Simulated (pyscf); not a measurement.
`[CH3][ZnH]` + `[SH2]` → `[CH3][Zn][SH]` + `[H][H]` (four-centre exchange; singlet surface; H–Zn, H–S broken, S–Zn, H–H formed). Single points on ωB97X-D3(BJ)/def2-SVP structures (PySCF, gas phase). Rate constants from transition-state theory, ωB97M-D3(BJ)/def2-TZVP energies (ideal gas, 1 atm, RRHO with modes under 100 cm⁻¹ raised to 100, one conformer, R ln 2 for rigid chiral ones; no tunnelling), k in cm³ molecule⁻¹ s⁻¹.

```csv
T (K),1000/T,log10 k
298,3.354,-25.22
600,1.667,-18.56
900,1.111,?
1200,0.833,-14.80
```

Q: Fit an Arrhenius line to the three values, give the activation energy, and predict k at 900 K.

A: Least squares gives log10 k = -11.51 − 4.11 × 1000/T, so Ea = 4.11 × ln 10 × 1.987 = 18.8 kcal/mol, against an electronic barrier of 17.2. At 900 K the line gives -16.08; the computed value is -16.13 (ΔG‡ = 43.2 kcal/mol), close to the line. On the reactant side the descent ends in a complex, 6.0 kcal/mol under the separated species and 20.4 kcal/mol under the saddle at ωB97X-D3(BJ)/def2-TZVP. At ωB97X-D3(BJ) the barrier from the zero used here is 14.3 kcal/mol. This is the saddle that the search found; another between the same sides may lie lower. Elements up to Kr have no core potential and no relativistic terms here.
